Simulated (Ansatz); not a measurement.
The first iterations of a band of ClH + H4Si (7 atoms, charge 0, multiplicity 1).

Method: Ansatz 0.2.0, RKS PBE0-D4/def2-SVP.

```json
{
  "movable images": "7",
  "climbing image": "yes",
  "spring": "5.0 eV/Å²",
  "optimiser": "quadratic models (default)",
  "start path": "through a guess of the saddle point",
  "force threshold": "0.03 eV/Å",
  "iteration limit": "60",
  "end points": "relaxed"
}
```

First end point:

```xyz
7
Properties=species:S:1:pos:R:3
Si 0.356 0.000 -0.151
H 0.424 0.000 1.342
H 1.750 0.000 -0.688
H -0.354 1.224 -0.620
H -0.354 -1.224 -0.620
Cl -2.946 0.000 1.364
H -2.136 0.000 2.362
```

Last end point:

```xyz
7
Properties=species:S:1:pos:R:3
Si -0.403 0.000 -0.727
H -0.088 0.000 3.421
H 0.745 0.000 0.221
H -0.370 1.220 -1.579
H -0.370 -1.220 -1.579
Cl -2.163 0.000 0.365
H -0.610 0.000 2.867
```

| iteration | highest image above the first end (eV) | largest band force component (eV/Å) |
| --- | --- | --- |
| 1 | 2.753 | 6.882 |
| 2 | 2.106 | 2.956 |
| 3 | 1.692 | 2.210 |
| 4 | 1.475 | 1.128 |
| 5 | 1.343 | 0.913 |

Task: Does the band converge within its limit, and where does its top end?

Result: It converged. It ended after 15 iterations with the highest image 1.630 eV above the first end. Neighbouring images differ by up to 1.2 eV, so the band resolves the path poorly. A vibrational analysis at the climbing image gives 2 clearly imaginary modes (957i, 136i cm⁻¹): a point of higher order, so a lower path passes nearby. The orbitals stay closed-shell, which can raise the energy where a bond breaks towards radicals; this wasn't checked here.

The run took 120 s on 1 thread of Arm Neoverse V2 (shared host), peak memory 0.11 GiB.
